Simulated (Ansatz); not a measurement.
Two shapes of singlet B2H6.

Shape 1:

```xyz
8

B     0.0000    0.0000    0.8809
B     0.0000    0.0000   -0.8809
H     0.9934    0.0000    0.0000
H    -0.9934    0.0000    0.0000
H     0.0000    1.0515    1.4667
H     0.0000   -1.0515    1.4667
H     0.0000    1.0515   -1.4667
H     0.0000   -1.0515   -1.4667
```

Shape 2:

```xyz
8

B     0.0000    0.0000    0.8104
B     0.0000    0.0000   -0.8104
H     0.9139    0.0000    0.0000
H    -0.9139    0.0000    0.0000
H     0.0000    0.9674    1.3494
H     0.0000   -0.9674    1.3494
H     0.0000    0.9674   -1.3494
H     0.0000   -0.9674   -1.3494
```

Basis set: def2-TZVP (spherical functions). Correlated methods keep 2 orbitals frozen. Charge 0, multiplicity 1.

Computed with Ansatz (development build ahead of 0.2.0); each method stands on the lowest determinant of its kind that the runs found.

(1) Which shape is lower in energy, and by how much in each method?

Answers

(1)

```tsv
method	E(2) − E(1) (eV)
RHF	0.705
RHF-MP2	0.656
```

Shape 1 is lower.
